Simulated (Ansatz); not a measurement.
This geometry of AlH3O (5 atoms, charge 0, multiplicity 1) is a first-order saddle point.

The calculation used Ansatz 0.2.0, RKS PBE/def2-TZVP.

```xyz
5
Properties=species:S:1:pos:R:3
Al -0.588 -0.108 0.228
H 0.880 0.607 -0.780
O 0.553 -1.059 0.927
H 1.101 -0.031 -0.197
H -1.946 0.591 -0.179
```

(1) Which two structures does it join? (They come from a converged band through this point; their orientation in space is the band's.)

(2) How far does it lie above each of them?

Results:

(1) Bonds broken: Al1–H2, O3–H4. Bonds formed: H2–H4. AlH3O becomes AlHO + H2.

Image 0:

```xyz
5
Properties=species:S:1:pos:R:3
Al -0.374 0.288 -0.207
H 0.429 1.179 -1.259
O 0.464 -0.859 0.753
H 1.421 -0.975 0.672
H -1.939 0.367 0.041
```

Image 6:

```xyz
5
Properties=species:S:1:pos:R:3
Al -0.773 -0.332 0.489
H 1.112 0.808 -1.031
O 0.165 -1.360 1.312
H 1.302 0.265 -0.533
H -1.806 0.619 -0.237
```

(2) 56.6 kcal/mol above the first and 5.2 kcal/mol above the second. This is the barrier of this one path; another mechanism may lie lower. The orbitals stay closed-shell, which can raise the energy where a bond breaks towards radicals; this wasn't checked here.

The run took 23 s on 2 threads of Arm Neoverse V2 (shared host), peak memory 0.12 GiB.
